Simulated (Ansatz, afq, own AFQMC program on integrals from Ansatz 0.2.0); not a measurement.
# Where AFQMC and coupled cluster stand for AlBH2, triplet

```tsv
atom	x (Å)	y (Å)	z (Å)
B	0.0000	0.0000	0.8494
Al	0.0000	0.0000	-0.6556
H	0.0000	0.0000	2.0325
H	0.0000	0.0000	-2.2264
```

Connectivity, by distances: BH–AlH.

Basis 6-31G. Noble-gas cores (and the filled d shells of Ga–Kr and In–Xe) are frozen. AFQMC by an in-house program on the Cholesky factors that Ansatz 0.2.0 writes for its CCSD(T) run. ph-AFQMC/CISD is guided by a CISD state made of CCSD amplitudes; releasing the constraint for a short imaginary time cuts its bias at the price of noise, slowly where states lie close. Error bars are statistical, one sigma.

Determinant: ROHF, the one that the program's search chose, which needn't be the lowest solution. The geometry is a point of a scan.

Full CI on the same integrals is exact in this basis and with this determinant's frozen core.

Cautions: lower spins were not checked.

The T1 diagnostic is 0.0201 and the weight of the determinant in the CISD state is 0.929. The size of the correlated space is 8 electrons in 20 orbitals.

```
  level  correlation energy (eV)
    MP2                  -1.8619
   CCSD                  -2.4789
CCSD(T)                  -2.5277
```

Estimate where AFQMC with the constraint released lies against CCSD(T) on the same integrals.

2.0 ± 0.1 kJ/mol below CCSD(T).

Reference: full CI, correlation energy -2.549 eV. The released energy is read at 2.40 1/Eh (meV from the phaseless value at times in 1/Eh: -1.9 ± 1.0 at 0.24, -3.4 ± 1.1 at 0.51, -5.7 ± 0.8 at 0.99, -7.7 ± 0.7 at 1.62, -8.6 ± 1.0 at 2.40).

```json
{"level": "CCSD(T)", "E − E(reference) (kJ/mol)": "2.1", "share of correlation (%)": "99.16"}
{"level": "CCSDT", "E − E(reference) (kJ/mol)": "0.4", "share of correlation (%)": "99.85"}
{"level": "CCSDT(Q)", "E − E(reference) (kJ/mol)": "0.1", "share of correlation (%)": "99.97"}
{"level": "CCSDTQ", "E − E(reference) (kJ/mol)": "0.0", "share of correlation (%)": "99.99"}
{"level": "ph-AFQMC/CISD", "E − E(reference) (kJ/mol)": "0.9 ± 0.1", "share of correlation (%)": "99.62"}
{"level": "released AFQMC", "E − E(reference) (kJ/mol)": "0.1 ± 0.1", "share of correlation (%)": "99.96"}
```

CCSDT and higher add their correlation energy to the determinant of the CCSD(T) run, since their own runs factorise the integrals more tightly (a shift of under 2 meV). A walk keeps the symmetry of its determinant, which the program's search chose and which needn't be the lowest solution, so a lower state of the same spin and another symmetry isn't excluded. Released energies are given only where the last usable release times agree within the noise; a slower fall can still hide under it.
